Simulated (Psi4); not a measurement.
# C2H3B (SMILES BC#C) at MP2/def2-QZVP (density fitting, density fitting for correlation, sweep point 5)

What is the energy change on altering one bond length of C2H3B at MP2/def2-QZVP (density fitting, density fitting for correlation, sweep point 5)? 

The results are computed with Psi4 1.11.

### 1 The system as given

C2H3B has 6 atoms, charge 0, and is taken as a singlet. As SMILES, `BC#C`. The shape is that of a PBE0-D4/def2-TZVP optimisation.

Bond lengths: B1–C2 1.501 Å, C2–C3 1.210 Å, B1–H4 1.193 Å, B1–H5 1.193 Å, C3–H6 1.066 Å. Angles: B1–C2–C3 180.0°, C2–B1–H4 119.9°, C2–B1–H5 119.9°, C2–C3–H6 180.0°, H4–B1–H5 120.3°.

### 2 The energy at MP2/def2-QZVP (density fitting, density fitting for correlation, sweep point 5)

The input, calc.dat:

```
memory 1600 mb

molecule {
  0 1
  B     -0.830400     0.647300    -0.394300
  C      0.278600    -0.224100     0.117900
  C      1.172700    -0.926600     0.530500
  H     -1.756200     0.156700    -0.965700
  H     -0.783300     1.828200    -0.228600
  H      1.960800    -1.545600     0.894000
  symmetry c1
}

set globals {
  reference       rhf
  puream          true
  scf_type        df
  num_frozen_docc 3
}

energy_value, wavefunction = energy('mp2/def2-QZVP', return_wfn=True)
print_variables()
```

Command:

```sh
$ psi4 -n 1 calc.dat calc.out
```

calc.out:

```text
[...]
  Running in c1 symmetry.
[...]
  Nuclear repulsion =   46.738123143885240
[...]
  Multiplicity = 1
[...]
  Nalpha       = 10
  Nbeta        = 10
[...]
    Number of basis functions: 261
[...]
   @DF-RHF iter   1:  -102.06600965950865   -1.19436e+00   1.30734e-03 DIIS/ADIIS
[...]
   @DF-RHF iter  11:  -102.13237663591462   -5.67582e-11   2.85245e-09 DIIS
[...]
    Orbital Energies [Eh]
    ---------------------
    Doubly Occupied:
       1A    -11.252581     2A    -11.224031     3A     -7.623143
       4A     -1.035416     5A     -0.789924     6A     -0.709187
       7A     -0.563040     8A     -0.524477     9A     -0.418540
      10A     -0.397855
[...]
  @DF-RHF Final Energy:  -102.13237663591462
   => Energetics <=
    Nuclear Repulsion Energy =             46.7381231438852396
    One-Electron Energy =                -228.6646119442246459
    Two-Electron Energy =                  79.7941121644247744
    Total Energy =                       -102.1323766359146248
[...]
 Multipole Moments:
 ------------------------------------------------------------------------------------
     Multipole            Electronic (a.u.)      Nuclear  (a.u.)        Total (a.u.)
 ------------------------------------------------------------------------------------
 L = 1.  Multiply by 2.5417464519 to convert [e a0] to [Debye]
 Dipole X            :          0.3671392           -0.1264389            0.2407004
 Dipole Y            :         -0.2884284            0.0994607           -0.1889677
 Dipole Z            :          0.1697178           -0.0588173            0.1109005
 Magnitude           :                                                    0.3254910
[...]
```

It took 5.4 s on 1 thread of AMD EPYC 7R43 (Zen 3), shared host; peak memory 0.53 GiB.

### 3 The distorted shape, same level

The input, calc.in:

```
memory 1600 MB

molecule system {
  0 1
  B     -1.384912     1.083009    -0.650406
  C      0.278600    -0.224100     0.117900
  C      1.172700    -0.926600     0.530500
  H     -2.310712     0.592409    -1.221806
  H     -1.337812     2.263909    -0.484706
  H      1.960800    -1.545600     0.894000
  symmetry c1
}

set basis def2-QZVP
set puream true
set scf_type df
set num_frozen_docc 3

energy('mp2')
print_variables()
```

Command:

```sh
$ psi4 -i calc.in -o calc.out -n 1
```

calc.out:

```text
[...]
  Running in c1 symmetry.
[...]
  Nuclear repulsion =   40.855545650526857
[...]
  Multiplicity = 1
[...]
  Nalpha       = 10
  Nbeta        = 10
[...]
    Number of basis functions: 261
[...]
   @DF-RHF iter   1:  -101.94962371495677   -1.51624e+00   1.40465e-03 DIIS/ADIIS
[...]
   @DF-RHF iter  11:  -102.02290047409468   -3.91367e-11   2.97353e-09 DIIS
[...]
    Orbital Energies [Eh]
    ---------------------
    Doubly Occupied:
       1A    -11.228315     2A    -11.206039     3A     -7.736852
       4A     -0.989924     5A     -0.734406     6A     -0.698273
       7A     -0.559956     8A     -0.474565     9A     -0.375719
      10A     -0.375316
[...]
  @DF-RHF Final Energy:  -102.02290047409468
   => Energetics <=
    Nuclear Repulsion Energy =             40.8555456505268566
    One-Electron Energy =                -216.9981621917760322
    Two-Electron Energy =                  74.1197160671544850
    Total Energy =                       -102.0229004740946834
[...]
 Multipole Moments:
 ------------------------------------------------------------------------------------
     Multipole            Electronic (a.u.)      Nuclear  (a.u.)        Total (a.u.)
 ------------------------------------------------------------------------------------
 L = 1.  Multiply by 2.5417464519 to convert [e a0] to [Debye]
 Dipole X            :         -0.4870476           -0.2843211           -0.7713687
 Dipole Y            :          0.3827405            0.2235170            0.6062575
 Dipole Z            :         -0.2247750           -0.1317366           -0.3565116
 Magnitude           :                                                    1.0438670
[...]
```

Run time: 5.4 s. Hardware: 1 thread of AMD EPYC 7R43 (Zen 3), shared host; peak memory 0.53 GiB.

### 4 Summary of results

Level: MP2/def2-QZVP (density fitting, density fitting for correlation, sweep point 5), 3 core orbitals frozen.

| quantity | value |
| --- | --- |
| first shape: total energy | -102.55574 Eh |
| first shape: HOMO energy (Hartree–Fock orbitals) | -10.83 eV |
| first shape: LUMO energy (Hartree–Fock orbitals) | 1.10 eV |
| first shape: HOMO–LUMO gap (Hartree–Fock orbitals) | 11.93 eV |
| first shape: correlation energy (3 core orbitals frozen) | -423.4 mEh |
| distorted shape: total energy | -102.44749 Eh |
| distorted shape: HOMO energy (Hartree–Fock orbitals) | -10.21 eV |
| distorted shape: LUMO energy (Hartree–Fock orbitals) | 0.47 eV |
| distorted shape: HOMO–LUMO gap (Hartree–Fock orbitals) | 10.68 eV |
| distorted shape: correlation energy (3 core orbitals frozen) | -424.6 mEh |
| energy change with the B1–C2 bond stretched from 1.501 to 2.251 Å | 2.946 eV |

**Reading.** With the B1–C2 bond stretched from 1.501 to 2.251 Å the energy rises by 2.95 eV (68 kcal/mol). The first shape isn't relaxed at this level, so the change isn't measured from a minimum.
